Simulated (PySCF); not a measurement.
Cartesian coordinates (Å):
```xyz
8

C     -1.0256    -0.0505    -0.0093
O      0.2049    -0.7221    -0.2786
C      1.3038    -0.0189    -0.0200
O      1.3357     1.0976     0.4075
H     -1.0899     0.2199     1.0453
H     -1.1060     0.8549    -0.6120
H     -1.8109    -0.7550    -0.2716
H      2.1881    -0.6260    -0.2613
```
Charge 0, multiplicity 1.

### Question
What total energy, S1 oscillator strength, HOMO, HOMO–LUMO gap and dipole moment does TPSSh-D3(BJ)/def2-TZVP // PBE0-D3(BJ)/def2-TZVP run with PySCF give?

### Answer

```json
{
  "total_energy": "-229.1703 Ha",
  "S1 oscillator strength": "0.002",
  "HOMO": "-7.41 eV",
  "HOMO–LUMO gap": "6.97 eV",
  "dipole_moment": "1.92 D"
}
```
